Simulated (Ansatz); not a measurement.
Trigonal Se, treated with HSE06+SOC (Ansatz, a first-principles code, PAW).

Run with plane-wave cutoff 460 eV, 6×6×6 k mesh, Fermi–Dirac smearing 0.01 eV, PAW data made under PBE.

Cell (measured lattice):

```xyz
3
Lattice="-2.1830 -3.7811 0.0000 -2.1830 3.7811 0.0000 0.0000 0.0000 -4.9540" Properties=species:S:1:pos:R:3 pbc="T T T"
Se    -0.4912     0.8507    -3.3027
Se    -3.3836     0.0000     0.0000
Se    -0.4912    -0.8507    -1.6513
```

**Question.** What does this level give for the band gap, smallest direct gap on the k points sampled and Γ–Γ gap?

**Answer.** 
- band gap: 1.75 eV (indirect)
- smallest direct gap on the k points sampled: 1.91 eV
- Γ–Γ gap: 3.26 eV

Note: cell and atoms aren't relaxed at this level (largest force component 0.11 eV/Å, pressure 0.9 GPa).

Static lattice: no zero-point or thermal effects.
